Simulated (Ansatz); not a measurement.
I need a short molecular-dynamics run of BCl2, SMILES Cl[B]Cl. Use Ansatz's Python interface. Use (for the species named): PBE0, 6-31G basis, multiplicity 2.

```yaml
atoms:
  - { symbol: Cl, position_ang: [0.4289, -1.6289, 0.0495] }
  - { symbol: B, position_ang: [-0.5490, -0.0294, -0.3007] }
  - { symbol: Cl, position_ang: [0.1092, 1.5935, 0.2380] }
```

`md.py`:
```python
# -*- coding: utf-8 -*-
"""A short Born-Oppenheimer trajectory of BCl2."""

import ansatz as az
import numpy as np

BASIS = "6-31G"
XC = "pbe0"
N_STEPS = 30
TEMPERATURE_K = 500

geometry_ang = [
    ("Cl", (0.4289, -1.6289, 0.0495)),
    ("B", (-0.549, -0.0294, -0.3007)),
    ("Cl", (0.1092, 1.5935, 0.238)),
]
system = az.Crystal.molecule()
for symbol, xyz in geometry_ang:
    system = system.atom(symbol, xyz)

base = system.calculation().basis(gaussian=BASIS).functional(XC).spin("collinear", total=1)
symbols = [site.symbol for site in system.cartesian_sites]
start = np.array([site.position_ang for site in system.cartesian_sites], dtype=float)
report = base.relax(force_tolerance=0.02).run(threads=1).report
end = np.array(report["positions_ang"])
minimum = az.Crystal.molecule()
for symbol, place in zip(symbols, end):
    minimum = minimum.atom(symbol, place.tolist())

# dynamics from the relaxed geometry
base = (
    minimum.calculation()
    .basis(gaussian=BASIS)
    .functional(XC)
    .spin("collinear", total=1)
    .md("nve", timestep=0.5, steps=N_STEPS, temperature=TEMPERATURE_K, initial_velocities="maxwell_boltzmann", seed=68)
)
frames = []
outcome = base.session().plan().execute(on_event=lambda e: frames.append(e["data"]) if e["event"] == "md_step" else None)
print("t (fs)   E_pot (eV)      E_kin (eV)   T (K)   d(0-1) (A)")
for f in frames[::1]:
    xyz = np.array(f["positions_ang"])
    print(f"{f['time_fs']:6.2f} {f['lagrangian_ev']:14.5f} {f['e_kin_ev']:10.5f} {f['temperature_k']:8.1f} {np.linalg.norm(xyz[0] - xyz[1]):9.4f}")
kept = np.array([f["conserved_ev"] for f in frames])
print(f"conserved energy moves by at most {1000 * np.ptp(kept):.3f} meV")
```

Output of `python md.py`:
```text
t (fs)   E_pot (eV)      E_kin (eV)   T (K)   d(0-1) (A)
  0.00   -25710.06547    0.06463    500.0    1.7752
  0.50   -25710.06534    0.06450    499.0    1.7758
  1.00   -25710.06499    0.06415    496.3    1.7764
  1.50   -25710.06442    0.06358    491.9    1.7771
  2.00   -25710.06365    0.06281    485.9    1.7777
  2.50   -25710.06269    0.06185    478.5    1.7784
  3.00   -25710.06156    0.06072    469.8    1.7790
  3.50   -25710.06027    0.05944    459.9    1.7797
  4.00   -25710.05886    0.05803    448.9    1.7804
  4.50   -25710.05733    0.05650    437.1    1.7811
  5.00   -25710.05572    0.05489    424.6    1.7819
  5.50   -25710.05403    0.05320    411.6    1.7826
  6.00   -25710.05230    0.05147    398.2    1.7834
  6.50   -25710.05053    0.04971    384.6    1.7842
  7.00   -25710.04876    0.04794    370.9    1.7851
  7.50   -25710.04700    0.04618    357.3    1.7859
  8.00   -25710.04527    0.04445    343.9    1.7868
  8.50   -25710.04358    0.04276    330.8    1.7877
  9.00   -25710.04194    0.04113    318.2    1.7886
  9.50   -25710.04038    0.03956    306.0    1.7895
 10.00   -25710.03888    0.03807    294.5    1.7905
 10.50   -25710.03748    0.03666    283.6    1.7915
 11.00   -25710.03616    0.03534    273.4    1.7924
 11.50   -25710.03493    0.03411    263.9    1.7934
 12.00   -25710.03380    0.03299    255.2    1.7944
 12.50   -25710.03277    0.03195    247.2    1.7954
 13.00   -25710.03183    0.03101    239.9    1.7964
 13.50   -25710.03098    0.03016    233.3    1.7974
 14.00   -25710.03021    0.02939    227.4    1.7983
 14.50   -25710.02953    0.02871    222.1    1.7993
 15.00   -25710.02891    0.02809    217.3    1.8002
conserved energy moves by at most 0.021 meV
```

Total energies depend on the basis set; only differences at equal settings carry meaning. The trajectory is only some femtoseconds long, so its temperature is not equilibrated; where the script doesn't relax first, it starts from a rough generated geometry. The run takes the species as open-shell (spin multiplicity 2), which needn't be its ground state. The temperature counts the internal degrees of freedom alone. It ran for 32 s on 1 thread of INTEL(R) XEON(R) PLATINUM 8581C CPU @ 2.10GHz (Emerald Rapids), with other jobs on the host, peak memory 0.19 GiB.
